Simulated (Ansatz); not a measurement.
UKS-PBE against FCI for diatomic hydrides: harmonic wavenumber.

Values in cm⁻¹, from Ansatz (a first-principles code). Where two bases are given, the first is that of UKS-PBE. Full CI is exact in its basis, with frozen cores. Scans on which UKS-PBE failed, held another spin at the minimum or broke off are missing, so the means are lower bounds.

```tsv
system	basis	UKS-PBE	FCI	UKS-PBE − FCI
HBe doublet	def2-SVP	1980	2040	-60
CH cation singlet	cc-pVTZ	2680	2850	-170
HMg doublet	cc-pVTZ	1410	1490	-80
HBe cation singlet	cc-pVTZ	2120	2190	-70
HBe cation singlet	aug-cc-pVQZ	2140	2210	-70
HAl singlet	aug-cc-pVTZ	1580	1660	-80
HMg doublet	aug-cc-pVDZ	1390	1450	-60
HAl singlet	aug-cc-pVQZ	1600	1680	-80
HBr singlet	def2-SVP	2600	2700	-100
HSe doublet	def2-SVP	2350	2440	-90
HLi singlet	cc-pVQZ	1360	1390	-30
HBe cation singlet	cc-pVDZ	2080	2150	-70
HN triplet	cc-pVTZ	3160	3260	-100
HAs triplet	cc-pVTZ	2080	2150	-70
```

The mean error against full CI is -81 cm⁻¹ (median -75) and the mean absolute one 81 cm⁻¹ (median 75); UKS-PBE lies above in 0 and below in 14 of 14 cases. It is closest for HLi singlet (-30), HBe doublet (-60), HMg doublet (-60) and furthest off for CH cation singlet (-170), HN triplet (-100), HBr singlet (-100).
